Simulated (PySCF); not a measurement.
Structure problem from calculated spectra and properties.

Elements present: C, F and H. Monoisotopic mass: 44.0062 u.

* Dipole: 0.64 D [PBE0/pcSseg-1]
* 1H NMR: chemical shifts (computed TMS as zero) by class: 0.73 (1 H) ppm [GIAO PBE0/pcSseg-1]
* Rotational structure: rotational constant B (linear): 9.716 GHz [GFN2-xTB]
* NMR, other nuclei: isotropic shieldings of nuclei other than C and H, by class: 395 (1 F) ppm [GIAO PBE0/pcSseg-1]
* 13C NMR: chemical shifts (computed TMS as zero) by class: 97.9 (1 C), 17.4 (1 C) ppm [GIAO PBE0/pcSseg-1]

The electronic properties come from PySCF, for the isolated species, density fitting. Levels stand in brackets. Geometry: GFN2-xTB; no solvent, vibrations or thermal averaging. Each NMR value is the plain mean over a class of atoms that symmetry, rotation or inversion makes alike.

Problem. Which formula fits the mass and the elements?

Solution. C2HF (calculated 44.0062). No other formula that holds each of these elements comes within 0.0003 u with a fitting electron parity and a possible valence count.

Problem. What is the compound? Reason from the data.

Solution. Numbering: `[CH:1]#[C:2][F:3]`. Its formula, C2HF, gives 2 degrees of unsaturation: 0 rings and 2 π bonds in the structure found. 2 carbons fall into 2 classes; from least to most shielded: alkyne carbon [C2] (97.9 ppm), terminal alkyne carbon [C1] (17.4 ppm). The one hydrogen (0.73 ppm): alkyne hydrogen. The other shieldings belong to: 395 ppm, fluorine bonded to C [F3]. The optimised geometry has point group C∞v and is a linear rotor. Structure: fluoroacetylene, `C#CF`. The assignments are read from this structure; whether some other isomer fits the data as well wasn't checked.
